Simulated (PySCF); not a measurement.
C2H5, SMILES [CH2]C, multiplicity 2. Atoms are numbered in the order given.

```xyz
7

C      0.7908    -0.0183     0.0000
C     -0.6906    -0.0020     0.0000
H      1.3479     0.0404    -0.9265
H      1.3479     0.0404     0.9265
H     -1.0896     1.0247     0.0000
H     -1.1038    -0.4919    -0.8857
H     -1.1038    -0.4919     0.8857
```
Charge 0, spin multiplicity 2.

Coordinates come from a r2SCAN-D4/def2-TZVP optimisation. The isomer is the one that the SMILES or the coordinates give; other isomers of the formula were not compared.

Calculation: TDA-M06-2X/def2-TZVPD in PySCF.

Vertical excitations. 

```tsv
state	energy (eV)	λ (nm)	f	main pairs
root 1	5.04	246	0.010	α HOMO→LUMO 86 %
root 2	5.79	214	0.012	α HOMO→LUMO+1 85 %
root 3	6.22	199	0.000	α HOMO→LUMO+2 13 %, β HOMO→LUMO 75 %
root 4	6.44	193	0.001	α HOMO→LUMO+2 81 %, β HOMO→LUMO 12 %
root 5	6.76	183	0.000	β HOMO−1→LUMO 93 %
root 6	7.11	174	0.023	α HOMO→LUMO+3 80 %, α HOMO→LUMO+5 12 %
root 7	7.60	163	0.042	α HOMO→LUMO+5 78 %, α HOMO→LUMO+3 13 %
root 8	7.62	163	0.002	α HOMO→LUMO+4 84 %
root 9	7.92	157	0.012	α HOMO→LUMO+6 89 %
root 10	8.23	151	0.005	α HOMO→LUMO+7 83 %
```
Unrestricted roots are not spin-pure.
